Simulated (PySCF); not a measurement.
**Simulated absorption spectrum**

Compound: methyl acetate, C3H6O2.
Structure used (PBE0-D3(BJ)/def2-SVP), in Å, numbered top down from 1:
```
atom  x, y, z in Å
C1     1.8079    0.3212    0.1604
O2     0.4472    0.2624    0.5467
C3    -0.4052   -0.1854   -0.3869
C4    -1.8118   -0.2170    0.1339
O5    -0.0558   -0.5187   -1.4877
H6     1.9438    0.9907   -0.7021
H7     2.3593    0.7041    1.0272
H8     2.1820   -0.6755   -0.1178
H9    -2.4968   -0.4893   -0.6764
H10   -2.0837    0.7611    0.5551
H11   -1.8869   -0.9536    0.9477
```

Method: PySCF 2.14.0, density-fitted response routines, TDDFT CAM-B3LYP/def2-SVPD, vertical, gas phase, core orbitals frozen in the response.

Computed states:

| state | E (eV) | f |
| --- | --- | --- |
| S1 | 5.97 | 0.0010 |
| S2 | 7.78 | 0.019 |
| S3 | 8.25 | 0.137 |
| S4 | 8.42 | 0.018 |
| S5 | 8.83 | 0.0006 |
| S6 | 8.89 | 0.0000 |
| S7 | 9.30 | 0.019 |
| S8 | 9.37 | 0.0001 |
| S9 | 9.48 | 0.0080 |
| S10 | 9.68 | 0.023 |

Each state is given a Gaussian of 0.5 eV full width at half maximum, with ε(max) = 2.175×10⁸ f / Δν̃ (Δν̃ the width in cm⁻¹). The width is an assumption, not a result. The curve ends short of the highest state used, and states not computed would add to its high-energy end.

Q: What does the envelope look like, and where are its maxima?

A: 
(λ (nm), ε (L mol⁻¹ cm⁻¹)): (136.5, 726), (139.4, 355), (142.3, 1110), (145.2, 3792), (148.1, 7267), (151.0, 7988), (153.8, 5609), (156.7, 2964), (159.6, 1592), (162.5, 902), (165.4, 432), (168.3, 155), (171.2, 41), (174.1, 8), (177.0, 1), (179.8, 0), (182.7, 0), (185.6, 0), (188.5, 1), (191.4, 3), (194.3, 9), (197.2, 18), (200.1, 32), (202.9, 45), (205.8, 55), (208.7, 56), (211.6, 50), (214.5, 38), (217.4, 26), (220.3, 16), (223.2, 9), (226.1, 4), (228.9, 2), (231.8, 1), (234.7, 0), (237.6, 0)

Maxima: 208 nm (5.97 eV), ε about 57, made up of S1 (100%); 150 nm (8.26 eV), ε about 8200, made up of S3 (90%) (ε in L mol⁻¹ cm⁻¹; maxima over ε = 5, shares over 10%). At its high-energy end, 9.08 eV, the curve is still rising (ε about 720, from S7 and S9).

Q: On this curve, what absorbance would a 10⁻³ mol/L sample give at 193 nm over a 1 cm path?

A: 193 nm is 6.424 eV, where ε is about 5.6 L mol⁻¹ cm⁻¹, so A = ε c l ≈ 0.0056 (Beer–Lambert, with the gas-phase spectrum and the assumed width).

Q: What would ε be at 8.26 eV, the highest of these maxima, with half the width (0.25 eV)?

A: About 15400 L mol⁻¹ cm⁻¹ against 8200, a factor of about 1.9; a lone state at its own centre would give exactly 2.

Q: Coming from long wavelengths, where does ε first pass 100 L mol⁻¹ cm⁻¹?

A: At about 169 nm (7.32 eV), 1.36 eV above S1.

The vertical ionisation energy (ΔSCF) is 10.62 eV, 0.94 eV above S10.

One conformer stands for the species.
